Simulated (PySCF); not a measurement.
## Which functional comes closest?

Molecule: SMILES CC=C, C3H6.

Molfile (atoms numbered from 1):
```
C3H6
     RDKit          3D

  9  8  0  0  0  0  0  0  0  0999 V2000
    1.3582    0.0913   -0.2553 C   0  0  0  0  0  0  0  0  0  0  0  0
    0.2776   -0.1076    0.5006 C   0  0  0  0  0  0  0  0  0  0  0  0
   -1.1363   -0.0107    0.0323 C   0  0  0  0  0  0  0  0  0  0  0  0
    1.2719    0.3495   -1.3162 H   0  0  0  0  0  0  0  0  0  0  0  0
    2.3679    0.0038    0.1546 H   0  0  0  0  0  0  0  0  0  0  0  0
    0.4193   -0.3646    1.5586 H   0  0  0  0  0  0  0  0  0  0  0  0
   -1.6908    0.7552    0.6002 H   0  0  0  0  0  0  0  0  0  0  0  0
   -1.1947    0.2451   -1.0360 H   0  0  0  0  0  0  0  0  0  0  0  0
   -1.6723   -0.9620    0.1881 H   0  0  0  0  0  0  0  0  0  0  0  0
  1  2  2  0
  2  3  1  0
  1  4  1  0
  1  5  1  0
  2  6  1  0
  3  7  1  0
  3  8  1  0
  3  9  1  0
M  END
```

Geometry PBE0-D3(BJ)/def2-SVP throughout; GIAO in PySCF 2.14.0 with density-fitted response routines, gas phase, one conformer, non-relativistic; equivalent atoms averaged; basis pcSseg-2.

Reference values (measured; solution, not stated per compound (mostly CDCl3 or CCl4); Pretsch, Buehlmann, Badertscher, Structure Determination of Organic Compounds, 4th ed. (2009)): δ(C3) = 18.7 ppm, δ(H7/H8/H9) = 1.71 ppm, δ(H6) = 5.73 ppm, δ(H5) = 4.88 ppm, δ(H4) = 4.97 ppm. Computed shifts are taken against TMS, calculated as an isolated molecule at each level.

Problem. How do the functionals HF, LDA, PBE, BLYP, BP86, OPBE, KT2, KT3, B97-D, B3LYP, PBE0, mPW1PW91, WP04, B97-2, BHandHLYP, CAM-B3LYP, wB97X-D, LC-wPBE perform against the reference? Times are CPU seconds on shared hosts with different chips, so compare them loosely; the GGAs took longer than the global hybrids here, which isn't the general rule, and the cause wasn't traced.

Solution. 
```tsv
functional	kind	C3	H7/H8/H9	H6	H5	H4	abs. error C	mean abs. error H	core-s
HF	Hartree–Fock	20.7	1.79	6.12	5.15	5.31	2.0	0.27	6.6
LDA	LDA	23.6	1.85	6.37	5.29	5.40	4.9	0.41	17
PBE	GGA	23.9	1.86	6.26	5.20	5.30	5.2	0.33	23
BLYP	GGA	24.1	1.88	6.19	5.10	5.22	5.4	0.27	22
BP86	GGA	23.9	1.85	6.22	5.18	5.28	5.2	0.31	21
OPBE	GGA	23.7	1.84	6.28	5.27	5.33	5.0	0.36	22
KT2	GGA	23.2	1.83	6.07	5.02	5.14	4.5	0.19	23
KT3	GGA	23.4	1.85	6.06	5.02	5.12	4.7	0.19	21
B97-D	GGA	23.8	1.87	6.16	5.11	5.21	5.1	0.27	21
B3LYP	global hybrid	23.3	1.85	6.17	5.14	5.26	4.6	0.28	14
PBE0	global hybrid	22.9	1.82	6.23	5.24	5.34	4.2	0.34	14
mPW1PW91	global hybrid	23.0	1.82	6.21	5.22	5.32	4.3	0.32	14
WP04	global hybrid	23.4	1.76	5.81	4.98	5.04	4.7	0.08	12
B97-2	global hybrid	23.0	1.82	6.17	5.18	5.28	4.3	0.29	13
BHandHLYP	global hybrid	22.2	1.82	6.15	5.16	5.29	3.5	0.28	12
CAM-B3LYP	range-separated hybrid	22.3	1.82	6.22	5.21	5.34	3.6	0.32	15
wB97X-D	range-separated hybrid	22.4	1.79	6.21	5.25	5.37	3.7	0.33	18
LC-wPBE	range-separated hybrid	21.6	1.75	6.29	5.37	5.47	2.9	0.40	23
```

For $^{13}$C the closest is HF (2.0 ppm) and the furthest BLYP (5.4 ppm).

For $^{1}$H the closest is WP04 (0.08 ppm) and the furthest LDA (0.41 ppm). One molecule is a small sample, and vibrational and solvent effects are absent from the calculation.
